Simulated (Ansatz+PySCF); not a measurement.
The numbers below are computed, except where a source is named.
This PySCF input gave a total energy of -237.60741 hartree.

```python
from pyscf import gto, scf

mol = gto.M(atom="""
Na 0.000000 0.000000 -1.010230
O 0.000000 0.000000 1.002150
H 0.000000 0.702580 1.547660
H 0.000000 -0.702580 1.547660
""", basis='def2-svp', charge=1, spin=0)
mf = scf.UHF(mol)
mf.init_guess = 'atom'
mf.kernel()
while True:  # follow internal instabilities
    mo, _, stable, _ = mf.stability(return_status=True)
    if stable: break
    mf.kernel(mf.make_rdm1(mo, mf.mo_occ))
print(mf.converged, mf.e_tot, mf.spin_square()[0])
```

Problem. Write an input for Ansatz with the same method and basis set.

Solution.

```yaml
crystal:
  periodic: [false, false, false]
  atoms:
    - { symbol: Na, position_ang: [0.0, 0.0, -1.01023] }
    - { symbol: O, position_ang: [0.0, 0.0, 1.00215] }
    - { symbol: H, position_ang: [0.0, 0.70258, 1.54766] }
    - { symbol: H, position_ang: [0.0, -0.70258, 1.54766] }
basis:
  gaussian: { orbitals: def2-SVP }
total_charge: 1
magnetization:
  spin_polarized: true
hamiltonian:
  xc: hf
```

Ansatz (development build ahead of 0.2.0) gave -237.60741 hartree, 0.00 meV from the first.
